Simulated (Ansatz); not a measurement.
**Property card for Fe$_{7}$Co**

Computed with Ansatz, DFT r2SCAN, scalar-relativistic, plane waves, PAW.

Cutoff 500 eV; k points 10×10×10 on the computed 8-atom cell (Γ-centred); Gaussian smearing, width 0.10 eV; collinear spin from starting moments 3.01 3.01 3.01 3.1 3.1 3.1 3.1 2.12 μB.

The structure is relaxed at this level of theory with its symmetry kept. Whether it is the stable form of this composition wasn't checked.

```yaml
crystal:
  lattice:
    - [-2.85057, 2.85057, 2.85057]
    - [2.85057, -2.85057, 2.85057]
    - [2.85057, 2.85057, -2.85057]
  atoms:
    - { symbol: Fe, position: [0.00000, 0.50000, 0.50000] }
    - { symbol: Fe, position: [0.50000, 0.50000, 0.00000] }
    - { symbol: Fe, position: [0.50000, 0.00000, 0.50000] }
    - { symbol: Fe, position: [0.00000, 0.00000, 0.50000] }
    - { symbol: Fe, position: [0.00000, 0.50000, 0.00000] }
    - { symbol: Fe, position: [0.50000, 0.00000, 0.00000] }
    - { symbol: Fe, position: [0.50000, 0.50000, 0.50000] }
    - { symbol: Co, position: [0.00000, 0.00000, 0.00000] }
```

| Property | Result |
| --- | --- |
| Space group | Im-3m (No. 229) |
| Volume per atom | 11.58 Å³ |
| Formation energy from the elements' standard states (uncorrected) | -0.064 eV/atom |
| Generalised Kohn–Sham band gap | none (metal) |
| Density of states at the Fermi level | 6.30 states/eV per cell |
| Löwdin character within 0.5 eV of the Fermi level | Fe 3d 78 %, Fe 4s 9 %, unprojected 6 % |
| Bulk modulus | 185 GPa |
| Its pressure derivative | 3.3 |
| Bader charges (e) | Fe (3 in the cell) 0.00, Fe (4 in the cell) 0.07, Co (1 in the cell) -0.26 |
| Total moment | 20.20 μB per cell |
| Site moments (μB; atoms counted from 1 over the whole cell) | Fe (atom 1) 2.73, Fe (atom 2) 2.73, Fe (atom 3) 2.73, Fe (atom 4) 2.82, Fe (atom 5) 2.82, Fe (atom 6) 2.82, Fe (atom 7) 2.82, Co (atom 8) 1.93 |

The state reached may not be the lowest one.

Only this magnetic start was tried.

Cost: 9 runs of about 51 core-minutes in all, on AMD EPYC 7R43 (Zen 3) (shared hosts).